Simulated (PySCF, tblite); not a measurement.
# C4H6O: changes of charge, electronic excitations, EPR parameters, part 1 of 2

What do calculations give for the changes of charge, electronic excitations, EPR parameters of C4H6O (`C1=CCOC1`)?

Computed with tblite 0.8.0 and PySCF 2.14.0 and routines of our own; the level stands in each step. Atoms count from 0.

### 1 The system as given

11 atoms, charge 0, multiplicity 1; geometry from: start built from the parent or by distance geometry.

### 2 Relaxing the molecule with GFN2-xTB

Job settings and geometry (Å):

```
{"job": {"kind": "relax", "xc": "GFN2-xTB", "basis": "xTB"}, "charge": 0, "multiplicity": 1}
C     -0.740300     0.826000    -0.170900
C      0.532500     0.978400     0.128900
C      1.117500    -0.407500     0.315600
O     -0.033200    -1.055400     0.753700
C     -0.979900    -0.665100    -0.182900
H     -1.497200     1.612500    -0.367400
H      1.066300     1.924500     0.253200
H      1.972100    -0.435300     0.996500
H      1.322600    -0.765600    -0.713400
H     -2.016700    -0.906100     0.117000
H     -0.732900    -1.101100    -1.182300
```

Started as:

```sh
> OMP_NUM_THREADS=1 python redox_run.py task.json out
```

One launch serves the whole session: the jobs run in the order shown.

Log:

```text
step      E/eV     max force
  0    -425.37347    2.365
  1    -425.50798    1.267
  2    -425.55911    0.778
  3    -425.58898    0.577
  4    -425.62206    0.403
  5    -425.63796    0.451
  6    -425.67726    0.581
  7    -425.71954    0.549
  8    -425.74973    0.539
  9    -425.77125    0.404
 10    -425.79825    0.418
 11    -425.81439    0.393
 12    -425.83712    0.348
 13    -425.85871    0.275
 14    -425.87207    0.268
 15    -425.87806    0.266
 16    -425.88426    0.229
 17    -425.89164    0.195
 18    -425.89782    0.216
 19    -425.89731    0.327
 20    -425.90385    0.171
 21    -425.90548    0.135
 22    -425.90843    0.090
 23    -425.90921    0.079
 24    -425.90989    0.064
 25    -425.91027    0.067
 26    -425.91067    0.058
 27    -425.91097    0.046
 28    -425.91125    0.043
 29    -425.91154    0.045
 30    -425.91186    0.047
 31    -425.91210    0.034
 32    -425.91223    0.024
 33    -425.91230    0.020
 34    -425.91238    0.024
 35    -425.91246    0.024
 36    -425.91254    0.018
 37    -425.91258    0.012
 38    -425.91260    0.013
 39    -425.91261    0.009
```

Run time: 0.14 s. Hardware: 1 thread of Arm Neoverse V1, shared host.

Relaxation path: (not every step is listed)

```tsv
step	energy from step 0 (eV)	largest force (eV/Å)
0	0.0000	2.3647
1	-0.1345	1.2672
2	-0.1856	0.7775
3	-0.2155	0.5767
4	-0.2486	0.4028
5	-0.2645	0.4507
6	-0.3038	0.5808
7	-0.3461	0.5490
8	-0.3763	0.5389
10	-0.4248	0.4175
12	-0.4637	0.3478
14	-0.4986	0.2680
16	-0.5108	0.2292
18	-0.5244	0.2160
20	-0.5304	0.1709
22	-0.5350	0.0897
24	-0.5364	0.0639
26	-0.5372	0.0581
28	-0.5378	0.0432
30	-0.5384	0.0472
32	-0.5388	0.0236
34	-0.5389	0.0243
35	-0.5390	0.0243
36	-0.5391	0.0176
37	-0.5391	0.0118
38	-0.5391	0.0131
39	-0.5391	0.0087
```

Close pairs (by a distance rule), those that changed most:

```tsv
bond	before (Å)	after (Å)	change (Å)
C0–H5	1.109	1.073	-0.036
O3–C4	1.388	1.420	+0.032
C2–O3	1.391	1.420	+0.029
C1–H6	1.093	1.073	-0.020
C1–C2	1.516	1.497	-0.019
C4–H10	1.118	1.099	-0.019
C0–C4	1.510	1.497	-0.013
C2–H8	1.109	1.099	-0.009
```

The final coordinates are the input of the step that follows.

### 3 Infrared spectrum with GFN2-xTB

Job settings and geometry (Å):

```
{"job": {"kind": "ir", "xc": "GFN2-xTB", "basis": "xTB"}, "charge": 0, "multiplicity": 1}
C     -0.731644     0.812927    -0.225549
C      0.547910     0.971130     0.060034
C      1.179221    -0.366540     0.291243
O      0.138797    -1.314800     0.105729
C     -1.071802    -0.644816    -0.213226
H     -1.465249     1.566099    -0.441362
H      1.108068     1.883998     0.131843
H      1.586182    -0.459053     1.308684
H      1.992422    -0.568403    -0.420667
H     -1.834426    -0.884335     0.541441
H     -1.438631    -0.990866    -1.190096
```

Log:

```text
mode    cm-1     km/mol
  1      97.0     12.98
  2     371.2      0.00
  3     716.5     11.49
  4     718.1      3.97
  5     781.1      2.64
  6     854.8      0.00
  7     948.0     32.95
  8     954.5      0.01
  9     994.1      0.01
 10    1000.5      9.85
 11    1042.1      2.01
 12    1083.5      0.00
 13    1092.2     79.02
 14    1132.5      0.71
 15    1162.1      0.00
 16    1251.2      6.66
 17    1289.3      0.02
 18    1293.7      5.06
 19    1475.7      4.39
 20    1476.1      1.50
 21    1694.1      1.45
 22    2842.4     57.24
 23    2845.0     48.68
 24    2886.4     96.62
 25    2889.4     27.43
 26    3142.3     10.31
 27    3158.5     32.53
ZPE 234.421  H(298)-E 249.002  G(298)-E 164.231 kJ/mol  S 284.32 J/(mol K)
```

It took 0.2 s on 1 thread of Arm Neoverse V1, shared host.

Which atoms move in the most intense modes:

```tsv
cm⁻¹	km/mol	atoms
97	13.0	O3 34 %, C4 11 %, C2 11 %
948	33.0	O3 37 %, C4 21 %, C2 21 %
1092	79.0	O3 37 %, C2 24 %, C4 24 %
2842	57.2	H7 48 %, H8 43 %
2845	48.7	H10 46 %, H9 45 %
2886	96.6	H8 46 %, H7 41 %
2889	27.4	H9 44 %, H10 43 %
3158	32.5	H5 49 %, H6 42 %
```

### 4 Optimising the geometry at PBE0-D3(BJ)/ma-def2-SVP

Settings changed since step 3:

```diff
@@ -1,2 +1,2 @@
-{"job": {"kind": "ir", "xc": "GFN2-xTB", "basis": "xTB"}, "charge": 0, "multiplicity": 1}
+{"job": {"xc": "PBE0", "basis": "ma-def2-SVP", "d3": "d3bj", "grid": 1, "kind": "geom"}, "charge": 0, "multiplicity": 1}
 C     -0.731644     0.812927    -0.225549
```

Log:

```text
step   0  E = -230.79362093  max force = 0.012824
step   1  E = -230.79470179  max force = 0.002047
step   2  E = -230.79471846  max force = 0.000151
step   3  E = -230.79472186  max force = 0.000257
optimisation converged
```

It took 14 s on 1 thread of Arm Neoverse V1, shared host.

Step by step:

```tsv
step	energy from step 0 (eV)	largest force component (eV/Å)
0	0.0000	0.6594
1	-0.0294	0.1053
2	-0.0299	0.0078
3	-0.0300	0.0132
```

Close pairs (by a distance rule), those that changed most:

```tsv
bond	before (Å)	after (Å)	change (Å)
C0–H5	1.073	1.091	+0.018
C1–H6	1.073	1.091	+0.018
C0–C1	1.321	1.333	+0.013
C4–H9	1.099	1.108	+0.009
C4–H10	1.099	1.108	+0.008
C2–H7	1.100	1.108	+0.008
C2–H8	1.099	1.108	+0.008
O3–C4	1.420	1.414	-0.006
```

The end geometry stands in the next job.

```tsv
at the end point	value
point group (found at 0.08 Å tolerance)	C2v
rotational constants (GHz, main isotopes)	8.054, 7.980, 4.223
dipole moment (D)	1.79
```

### 5 Harmonic vibrations (C₄H₆O): PBE0-D3(BJ)/ma-def2-SVP

Job settings and geometry (Å):

```
{"job": {"xc": "PBE0", "basis": "ma-def2-SVP", "d3": "d3bj", "grid": 2, "kind": "hessian"}, "charge": 0, "multiplicity": 1}
C     -0.728355     0.818210    -0.217416
C      0.566790     0.960510     0.064663
C      1.180224    -0.388169     0.282104
O      0.123897    -1.308613     0.090086
C     -1.083017    -0.636505    -0.210933
H     -1.443573     1.616201    -0.424466
H      1.120502     1.898444     0.134135
H      1.600883    -0.498553     1.301077
H      2.000389    -0.598430    -0.431964
H     -1.852682    -0.877949     0.548486
H     -1.473272    -0.979650    -1.189090
```

Log:

```text
coarse grid: 9152 points
cycle   1  E = -230.7027186019  dE =  6.730e-01  |g| = 4.970e-01  |ddm| = 4.567e+00
cycle   2  E = -230.6510221279  dE =  5.170e-02  |g| = 7.302e-01  |ddm| = 1.433e+00
cycle   3  E = -230.7538322041  dE = -1.028e-01  |g| = 6.261e-02  |ddm| = 8.238e-01
cycle   4  E = -230.7544911423  dE = -6.589e-04  |g| = 2.526e-02  |ddm| = 9.004e-02
cycle   5  E = -230.7546551289  dE = -1.640e-04  |g| = 4.780e-03  |ddm| = 4.719e-02
cycle   6  E = -230.7546603602  dE = -5.231e-06  |g| = 2.386e-04  |ddm| = 1.305e-02
final grid: 88272 points
cycle   7  E = -230.7947499206  dE = -1.533e-05  |g| = 9.448e-03  |ddm| = 6.861e-02
cycle   8  E = -230.7947329241  dE =  1.700e-05  |g| = 1.351e-02  |ddm| = 2.016e-02
cycle   9  E = -230.7947682952  dE = -3.537e-05  |g| = 1.062e-03  |ddm| = 1.212e-02
cycle  10  E = -230.7947685659  dE = -2.707e-07  |g| = 1.129e-04  |ddm| = 1.573e-03
cycle  11  E = -230.7947685685  dE = -2.542e-09  |g| = 1.686e-05  |ddm| = 3.025e-04
cycle  12  E = -230.7947685685  dE = -6.463e-11  |g| = 2.982e-06  |ddm| = 6.365e-05
converged SCF energy = -230.7947685685

mode    cm-1
  1      98.0
  2     395.0
  3     677.8
  4     767.5
  5     817.1
  6     932.3
  7     949.4
  8     954.3
  9    1010.9
 10    1018.4
 11    1052.2
 12    1105.8
 13    1174.0
 14    1179.4
 15    1222.6
 16    1312.0
 17    1379.2
 18    1389.7
 19    1488.8
 20    1499.3
 21    1716.5
 22    3008.0
 23    3013.2
 24    3044.2
 25    3046.3
 26    3234.3
 27    3256.9
ZPE 243.698  H(298)-E 258.045  G(298)-E 173.599 kJ/mol  S 283.23 J/(mol K)
```

Wall time 2.9 min (1 thread of Arm Neoverse V1, shared host); peak memory 1.7 GiB.

Zero-point energy 243.70 kJ/mol (xTB gave 234.42).

### 6 Single point (C₄H₆O): wB97X-D3(BJ)/ma-def2-TZVP

Geometry: PBE0-D3(BJ)/ma-def2-SVP.

Settings changed since step 5:

```diff
@@ -1,2 +1,2 @@
-{"job": {"xc": "PBE0", "basis": "ma-def2-SVP", "d3": "d3bj", "grid": 2, "kind": "hessian"}, "charge": 0, "multiplicity": 1}
+{"job": {"kind": "sp", "xc": "wB97X", "basis": "ma-def2-TZVP", "d3": "d3bj", "grid": 2}, "charge": 0, "multiplicity": 1}
 C     -0.728355     0.818210    -0.217416
```

Log:

```text
coarse grid: 9152 points
cycle   1  E = -231.3435282718  dE =  9.467e-01  |g| = 5.789e-01  |ddm| = 2.452e+00
cycle   2  E = -231.3465912108  dE = -3.063e-03  |g| = 6.231e-01  |ddm| = 6.910e-01
cycle   3  E = -231.4097197048  dE = -6.313e-02  |g| = 4.565e-02  |ddm| = 3.225e-01
cycle   4  E = -231.4101776021  dE = -4.579e-04  |g| = 1.693e-02  |ddm| = 5.501e-02
cycle   5  E = -231.4102516605  dE = -7.406e-05  |g| = 4.717e-03  |ddm| = 1.933e-02
cycle   6  E = -231.4102579426  dE = -6.282e-06  |g| = 5.272e-04  |ddm| = 6.230e-03
final grid: 88272 points
cycle   7  E = -231.4007525385  dE = -4.223e-05  |g| = 5.540e-03  |ddm| = 5.177e-02
cycle   8  E = -231.4007520274  dE =  5.111e-07  |g| = 5.927e-03  |ddm| = 6.363e-03
cycle   9  E = -231.4007575216  dE = -5.494e-06  |g| = 3.234e-04  |ddm| = 2.872e-03
cycle  10  E = -231.4007575411  dE = -1.943e-08  |g| = 1.645e-04  |ddm| = 5.530e-04
cycle  11  E = -231.4007575476  dE = -6.495e-09  |g| = 2.073e-05  |ddm| = 1.538e-04
converged SCF energy = -231.4007575476
```

Run time: 8.7 s. Hardware: 1 thread of Arm Neoverse V1, shared host.

### 7 Single point (C₄H₆O+ (doublet)): wB97X-D3(BJ)/ma-def2-TZVP

Geometry: PBE0-D3(BJ)/ma-def2-SVP, that of another charge or spin state.

Settings changed since step 6:

```diff
@@ -1,2 +1,2 @@
-{"job": {"kind": "sp", "xc": "wB97X", "basis": "ma-def2-TZVP", "d3": "d3bj", "grid": 2}, "charge": 0, "multiplicity": 1}
+{"job": {"kind": "sp", "xc": "wB97X", "basis": "ma-def2-TZVP", "d3": "d3bj", "grid": 2}, "charge": 1, "multiplicity": 2}
 C     -0.728355     0.818210    -0.217416
```

Log:

```text
final grid: 88272 points
cycle   1  E = -231.0473102295  dE = -1.504e-02  |g| = 2.075e-01  |ddm| = 3.150e-01
cycle   2  E = -231.0432580360  dE =  4.052e-03  |g| = 2.400e-01  |ddm| = 2.154e-01
cycle   3  E = -231.0626490406  dE = -1.939e-02  |g| = 3.655e-02  |ddm| = 1.203e-01
cycle   4  E = -231.0631974379  dE = -5.484e-04  |g| = 3.996e-03  |ddm| = 2.299e-02
cycle   5  E = -231.0632152250  dE = -1.779e-05  |g| = 1.838e-03  |ddm| = 8.205e-03
cycle   6  E = -231.0632181570  dE = -2.932e-06  |g| = 8.928e-04  |ddm| = 2.487e-03
cycle   7  E = -231.0632190029  dE = -8.459e-07  |g| = 3.094e-04  |ddm| = 1.098e-03
cycle   8  E = -231.0632192456  dE = -2.427e-07  |g| = 2.341e-04  |ddm| = 6.823e-04
cycle   9  E = -231.0632193895  dE = -1.439e-07  |g| = 1.858e-04  |ddm| = 5.192e-04
cycle  10  E = -231.0632195553  dE = -1.658e-07  |g| = 8.864e-05  |ddm| = 9.124e-04
cycle  11  E = -231.0632196077  dE = -5.239e-08  |g| = 2.691e-05  |ddm| = 6.994e-04
cycle  12  E = -231.0632196103  dE = -2.566e-09  |g| = 5.611e-06  |ddm| = 2.098e-04
converged SCF energy = -231.0632196103
```

Run time: 20 s. Hardware: 1 thread of Arm Neoverse V1, shared host; peak memory 0.78 GiB.

### 8 Optimising the geometry with GFN2-xTB

This step treats C₄H₆O+ (doublet), labelled `[CH]1[CH+]COC1` (the label fixes atoms and charge, not where charge and spin sit).

Job settings and geometry (Å):

```
{"job": {"kind": "relax", "xc": "GFN2-xTB", "basis": "xTB"}, "charge": 1, "multiplicity": 2}
C     -0.712100     0.812100    -0.222700
C      0.556100     0.969200     0.041600
C      1.197700    -0.395800     0.285300
O      0.121400    -1.294000     0.069500
C     -1.086200    -0.640300    -0.199600
H     -1.454600     1.614500    -0.433200
H      1.120900     1.904300     0.123100
H      1.612300    -0.489500     1.306100
H      2.009400    -0.605300    -0.433200
H     -1.862000    -0.880600     0.553800
H     -1.480200    -0.983600    -1.196000
```

Log:

```text
step      E/eV     max force
  0    -412.36175    3.575
  1    -412.47357    2.506
  2    -412.54527    0.525
  3    -412.56287    0.318
  4    -412.57245    0.326
  5    -412.57506    0.120
  6    -412.57565    0.103
  7    -412.57653    0.094
  8    -412.57693    0.070
  9    -412.57716    0.037
 10    -412.57726    0.025
 11    -412.57731    0.021
 12    -412.57733    0.014
 13    -412.57735    0.016
 14    -412.57737    0.018
 15    -412.57740    0.019
 16    -412.57741    0.011
 17    -412.57741    0.010
```

Run time: 0.06 s. Hardware: 1 thread of Arm Neoverse V1, shared host.

The steps of the relaxation:

```tsv
step	energy from step 0 (eV)	largest force (eV/Å)
0	0.0000	3.5755
1	-0.1118	2.5056
2	-0.1835	0.5252
3	-0.2011	0.3175
4	-0.2107	0.3260
5	-0.2133	0.1195
6	-0.2139	0.1031
7	-0.2148	0.0941
8	-0.2152	0.0697
9	-0.2154	0.0372
10	-0.2155	0.0250
11	-0.2156	0.0211
12	-0.2156	0.0141
13	-0.2156	0.0161
14	-0.2156	0.0183
15	-0.2157	0.0188
16	-0.2157	0.0112
17	-0.2157	0.0096
```

Distances of close pairs at the start and the end, largest changes first:

```tsv
bond	before (Å)	after (Å)	change (Å)
C1–C2	1.528	1.473	-0.055
C0–C1	1.305	1.353	+0.048
C0–H5	1.113	1.075	-0.039
C2–O3	1.418	1.387	-0.031
C0–C4	1.500	1.473	-0.027
C1–H6	1.095	1.075	-0.021
C4–H10	1.125	1.108	-0.017
O3–C4	1.399	1.387	-0.012
```

The end geometry stands in the next job.

### 9 Infrared spectrum with GFN2-xTB

Job settings and geometry (Å):

```
{"job": {"kind": "ir", "xc": "GFN2-xTB", "basis": "xTB"}, "charge": 1, "multiplicity": 2}
C     -0.739038     0.823605    -0.226307
C      0.575948     0.970047     0.056660
C      1.151005    -0.369303     0.268409
O      0.123529    -1.284588     0.091256
C     -1.054257    -0.615077    -0.207857
H     -1.460800     1.592426    -0.433052
H      1.140572     1.881755     0.125735
H      1.603706    -0.501503     1.271530
H      1.990225    -0.607459    -0.414590
H     -1.838542    -0.887367     0.526452
H     -1.469713    -0.991698    -1.163480
```

Log:

```text
mode    cm-1     km/mol
  1     286.5     83.42
  2     370.7      0.00
  3     695.5     57.40
  4     735.5      0.00
  5     765.7      9.69
  6     798.4      0.33
  7     864.9      0.58
  8     874.8      0.00
  9     961.7     32.20
 10     983.2    147.94
 11     995.4      0.01
 12    1007.4      0.46
 13    1029.1     17.27
 14    1072.0      0.01
 15    1110.9      8.77
 16    1163.9      3.66
 17    1244.2      6.44
 18    1265.6     68.65
 19    1292.0    254.17
 20    1312.1     52.15
 21    1518.3     73.79
 22    2747.3    101.20
 23    2748.5      0.27
 24    2813.3    126.05
 25    2824.7     23.34
 26    3142.7     24.21
 27    3157.5     23.71
ZPE 225.985  H(298)-E 240.080  G(298)-E 155.360 kJ/mol  S 284.15 J/(mol K)
```

Run time: 0.22 s. Hardware: 1 thread of Arm Neoverse V1, shared host.

Which atoms move in the most intense modes:

```tsv
cm⁻¹	km/mol	atoms
286	83.4	O3 30 %, H9 13 %, H7 13 %, H10 13 %
696	57.4	H5 21 %, H6 21 %
983	147.9	O3 31 %, C4 14 %, C2 14 %
1266	68.7	C0 21 %, C1 21 %, C4 12 %, C2 12 %
1292	254.2	H8 21 %, H7 21 %, H10 21 %, H9 21 %
1518	73.8	C1 47 %, C0 47 %
2747	101.2	H7 27 %, H8 23 %, H9 22 %, H10 20 %
2813	126.0	H8 26 %, H10 25 %, H9 22 %, H7 22 %
```

### 10 Optimising the geometry at PBE0-D3(BJ)/ma-def2-SVP

This step treats C₄H₆O+ (doublet), labelled `[CH]1[CH+]COC1` (the label fixes atoms and charge, not where charge and spin sit).

Settings changed since step 9:

```diff
@@ -1,2 +1,2 @@
-{"job": {"kind": "ir", "xc": "GFN2-xTB", "basis": "xTB"}, "charge": 1, "multiplicity": 2}
+{"job": {"xc": "PBE0", "basis": "ma-def2-SVP", "d3": "d3bj", "grid": 1, "kind": "geom"}, "charge": 1, "multiplicity": 2}
 C     -0.739038     0.823605    -0.226307
```

Log:

```text
step   0  E = -230.46852350  max force = 0.014562
step   1  E = -230.46966672  max force = 0.003164
step   2  E = -230.46969769  max force = 0.000255
step   3  E = -230.46970000  max force = 0.000137
optimisation converged
```

It took 24 s on 1 thread of Arm Neoverse V1, shared host.

The steps of the relaxation:

```tsv
step	energy from step 0 (eV)	largest force component (eV/Å)
0	0.0000	0.7488
1	-0.0311	0.1627
2	-0.0320	0.0131
3	-0.0320	0.0070
```

Close pairs (by a distance rule), those that changed most:

```tsv
bond	before (Å)	after (Å)	change (Å)
C1–H6	1.075	1.092	+0.018
C0–H5	1.075	1.092	+0.018
C0–C1	1.353	1.369	+0.016
C2–H8	1.108	1.120	+0.012
C4–H10	1.108	1.120	+0.012
C4–H9	1.108	1.120	+0.012
C2–H7	1.108	1.120	+0.012
C0–C4	1.473	1.464	-0.009
```

The next job starts from the end point, and lists it.

```tsv
at the end point	value
point group (found at 0.08 Å tolerance)	C2v
rotational constants (GHz, main isotopes)	8.220, 8.096, 4.290
⟨S²⟩	0.754
```

### 11 Harmonic vibrations (C4H6O+ (doublet), [CH]1[CH+]COC1): PBE0-D3(BJ)/ma-def2-SVP

Job settings and geometry (Å):

```
{"job": {"xc": "PBE0", "basis": "ma-def2-SVP", "d3": "d3bj", "grid": 2, "kind": "hessian"}, "charge": 1, "multiplicity": 2}
C     -0.738311     0.830948    -0.220631
C      0.594635     0.962470     0.064088
C      1.142887    -0.380492     0.262888
O      0.107939    -1.289170     0.087522
C     -1.058862    -0.597443    -0.207829
H     -1.456327     1.628495    -0.424624
H      1.170117     1.888125     0.136544
H      1.611694    -0.537103     1.267925
H      1.987326    -0.637123    -0.426260
H     -1.856625    -0.880021     0.525600
H     -1.486029    -0.979193    -1.169993
```

Log:

```text
coarse grid: 9152 points
cycle   1  E = -230.3890849475  dE =  1.064e+00  |g| = 3.055e-01  |ddm| = 3.247e+00
cycle   2  E = -230.2580072686  dE =  1.311e-01  |g| = 6.478e-01  |ddm| = 9.976e-01
cycle   3  E = -230.4272060223  dE = -1.692e-01  |g| = 8.299e-02  |ddm| = 6.485e-01
cycle   4  E = -230.4300324736  dE = -2.826e-03  |g| = 3.889e-02  |ddm| = 1.342e-01
cycle   5  E = -230.4307828245  dE = -7.504e-04  |g| = 8.153e-03  |ddm| = 5.070e-02
cycle   6  E = -230.4308099419  dE = -2.712e-05  |g| = 6.600e-03  |ddm| = 1.473e-02
cycle   7  E = -230.4308296247  dE = -1.968e-05  |g| = 3.746e-03  |ddm| = 8.246e-03
cycle   8  E = -230.4308387631  dE = -9.138e-06  |g| = 1.003e-03  |ddm| = 8.829e-03
final grid: 88272 points
cycle   9  E = -230.4697024250  dE =  2.087e-06  |g| = 9.338e-03  |ddm| = 4.182e-02
cycle  10  E = -230.4695484722  dE =  1.540e-04  |g| = 2.154e-02  |ddm| = 2.628e-02
cycle  11  E = -230.4697386448  dE = -1.902e-04  |g| = 1.533e-03  |ddm| = 1.971e-02
cycle  12  E = -230.4697399217  dE = -1.277e-06  |g| = 3.861e-04  |ddm| = 2.075e-03
cycle  13  E = -230.4697399892  dE = -6.751e-08  |g| = 2.428e-04  |ddm| = 5.039e-04
cycle  14  E = -230.4697400162  dE = -2.706e-08  |g| = 1.559e-04  |ddm| = 3.820e-04
cycle  15  E = -230.4697400319  dE = -1.563e-08  |g| = 3.641e-05  |ddm| = 3.743e-04
cycle  16  E = -230.4697400328  dE = -8.817e-10  |g| = 1.401e-05  |ddm| = 1.093e-04
cycle  17  E = -230.4697400329  dE = -1.146e-10  |g| = 1.014e-06  |ddm| = 2.194e-05
cycle  18  E = -230.4697400329  dE = -1.137e-12  |g| = 4.710e-07  |ddm| = 2.580e-06
converged SCF energy = -230.4697400329

mode    cm-1
  1     254.2
  2     335.1
  3     672.6
  4     697.7
  5     815.6
  6     836.6
  7     871.6
  8     927.1
  9     976.4
 10     983.4
 11     999.2
 12    1095.0
 13    1103.8
 14    1107.0
 15    1125.2
 16    1244.4
 17    1281.5
 18    1296.8
 19    1309.6
 20    1405.8
 21    1540.2
 22    2900.5
 23    2919.9
 24    2924.8
 25    2941.5
 26    3254.3
 27    3269.3
ZPE 233.804  H(298)-E 247.976  G(298)-E 162.956 kJ/mol  S 285.16 J/(mol K)
```

It took 5.7 min on 1 thread of Arm Neoverse V1, shared host; peak memory 2 GiB.

Zero-point energy 233.80 kJ/mol (xTB gave 225.99).

### 12 Single point (C₄H₆O): wB97X-D3(BJ)/ma-def2-TZVP

Geometry: PBE0-D3(BJ)/ma-def2-SVP, that of another charge or spin state.

Settings changed since step 11:

```diff
@@ -1,2 +1,2 @@
-{"job": {"xc": "PBE0", "basis": "ma-def2-SVP", "d3": "d3bj", "grid": 2, "kind": "hessian"}, "charge": 1, "multiplicity": 2}
+{"job": {"kind": "sp", "xc": "wB97X", "basis": "ma-def2-TZVP", "d3": "d3bj", "grid": 2}, "charge": 0, "multiplicity": 1}
 C     -0.738311     0.830948    -0.220631
```

Log:

```text
coarse grid: 9152 points
cycle   1  E = -231.3401142332  dE =  1.044e+00  |g| = 5.652e-01  |ddm| = 2.456e+00
cycle   2  E = -231.3461031079  dE = -5.989e-03  |g| = 5.943e-01  |ddm| = 6.709e-01
cycle   3  E = -231.4028368602  dE = -5.673e-02  |g| = 4.437e-02  |ddm| = 3.068e-01
cycle   4  E = -231.4032822040  dE = -4.453e-04  |g| = 1.545e-02  |ddm| = 5.336e-02
cycle   5  E = -231.4033452344  dE = -6.303e-05  |g| = 4.628e-03  |ddm| = 1.893e-02
cycle   6  E = -231.4033512403  dE = -6.006e-06  |g| = 5.709e-04  |ddm| = 5.897e-03
final grid: 88272 points
cycle   7  E = -231.3929290134  dE = -4.351e-05  |g| = 4.940e-03  |ddm| = 5.327e-02
cycle   8  E = -231.3929288773  dE =  1.361e-07  |g| = 5.104e-03  |ddm| = 5.729e-03
cycle   9  E = -231.3929329237  dE = -4.046e-06  |g| = 3.039e-04  |ddm| = 2.489e-03
cycle  10  E = -231.3929329414  dE = -1.767e-08  |g| = 1.459e-04  |ddm| = 5.112e-04
cycle  11  E = -231.3929329464  dE = -5.084e-09  |g| = 2.081e-05  |ddm| = 1.341e-04
converged SCF energy = -231.3929329464
```

Wall time 8.1 s (1 thread of Arm Neoverse V1, shared host).

(Continued in part 2 of 2.)
